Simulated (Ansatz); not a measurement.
A trace of molecular dynamics of CH$_{2}$BN (5 atoms, charge 0, multiplicity 1).

These are results of Ansatz 0.2.0, RKS PBE0/def2-SVP, not measurements.

```
ensemble                      : NVE (velocity Verlet)
starting velocities drawn for : 300 K
seed                          : 349314
```

```tsv
time (fs)	T (K)	potential energy less start (eV)	conserved less start (meV/atom)
0	300	0.000	0.00
4	144	0.065	0.94
8	60	0.101	1.50
12	170	0.055	0.95
16	205	0.044	1.38
20	113	0.082	1.89
24	75	0.099	2.24
28	237	0.034	1.85
32	150	0.069	2.13
36	64	0.102	2.10
40	169	0.057	1.18
44	206	0.039	0.52
48	145	0.064	0.82
52	105	0.082	1.25
56	206	0.040	0.78
60	178	0.054	1.34
64	100	0.086	1.62
68	163	0.060	1.46
72	144	0.072	2.29
76	116	0.083	2.32
80	145	0.070	2.01
```

Problem. Is this trajectory sound?

Solution. The conserved energy stayed within 2.5 meV per atom of its start (net change 2 meV per atom), so the integration is sound. Over the second half the temperature averaged 0.51 of the 300 K drawn at the start: a run that starts near a minimum puts about half its kinetic energy into the potential. A step of 2 fs is long for free X–H stretches (periods near 10 fs) and can bias their spread and the temperature. A run of 0.08 ps of so small a system gives no equilibrium averages. The time step was 2 fs.

Run time: 35 s on 1 thread of Arm Neoverse V2, on a shared host, peak memory 0.091 GiB.
